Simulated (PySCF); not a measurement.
# CF4O: the cost of one run

Method: levels as typed in each script, gas phase, geometry from GFN2-xTB; program: PySCF 2.14.0.

**1. Where the work starts**

SMILES `FC(F)(F)OF`, 6 atoms, charge 0, spin multiplicity 1.

Bond lengths: F1–C2 1.323 Å, C2–F3 1.329 Å, C2–F4 1.327 Å, C2–O5 1.352 Å, O5–F6 1.393 Å. Angles: F1–C2–F3 108.6°, F1–C2–F4 108.6°, F1–C2–O5 105.4°, F3–C2–F4 107.0°, F3–C2–O5 113.5°, F4–C2–O5 113.6°, C2–O5–F6 109.9°.

Coordinates:

```
F     1.3777   -0.8615   -0.0142
C     0.3622   -0.0130    0.0006
F     0.4618    0.7842   -1.0580
F     0.4696    0.7555    1.0764
O    -0.7494   -0.7819   -0.0060
F    -1.8844    0.0254    0.0008
```

**2. Removing and adding an electron (M06-2X/def2-svpd)**

The input, input.py:

```python
import numpy as np
from pyscf import gto, scf, dft
from pyscf.scf import atom_ks, atom_hf
from scipy.linalg import block_diag

def solve(mol, dm0=None, hcore=None):
    mf = (dft.UKS if mol.spin else dft.RKS)(mol, xc='m062x')
    mf.grids.level = 3
    mf = mf.density_fit(auxbasis='def2-universal-jkfit')
    mf.conv_tol, mf.max_cycle = 1e-8, 80
    if hcore is not None:
        mf.get_hcore = lambda *args: hcore
    mf.kernel(dm0)
    if not mf.converged:
        mf = mf.newton().run(mf.mo_coeff, mf.mo_occ, max_cycle=30)
    assert mf.converged, 'SCF not converged'
    return mf

mol = gto.M(atom='''
F      1.37765    -0.86145    -0.01423
C      0.36222    -0.01304     0.00059
F      0.46183     0.78422    -1.05802
F      0.46964     0.75550     1.07644
O     -0.74943    -0.78188    -0.00603
F     -1.88444     0.02543     0.00078
''', basis='def2-svpd', charge=0, spin=0, verbose=4)
mf = solve(mol)
out = dict(e0=mf.e_tot, dm0=mf.make_rdm1(), c=mf.mo_coeff, occ=mf.mo_occ, eps=mf.mo_energy)
for name, dq, spin in [('cation', 1, 1), ('anion', -1, 1)]:
    ion = mol.copy().set(charge=mol.charge + dq, spin=spin).build()
    mi = solve(ion)
    if spin and dq > 0 and mol.nao < 130:
        c, _, stable, _ = mi.stability(return_status=True)
        if not stable:
            mi = solve(ion, mi.make_rdm1(c, mi.mo_occ))
    print(name, 'vertical energy change / eV', (mi.e_tot - mf.e_tot) * 27.211386)
    out.update({'e_' + name: mi.e_tot, 'dm_' + name: mi.make_rdm1(), 's2_' + name: mi.spin_square()[0], 'eps_' + name: mi.mo_energy, 'occ_' + name: mi.mo_occ})
# spherically averaged free atoms, for the promolecule
atm = atom_ks.get_atm_nrks(mol, xc='m062x')
pro = block_diag(*[(atm[a[0]][2] * atm[a[0]][3]) @ atm[a[0]][2].T for a in mol._atom])
np.savez('result.npz', pro=pro, **out)
```

On the command line:

```sh
$ OMP_NUM_THREADS=1 python input.py
```

Q: Estimate wall time and peak memory on 1 thread of Arm Neoverse N1, shared host.

About 3.6 min, with a peak of 0.66 GiB.
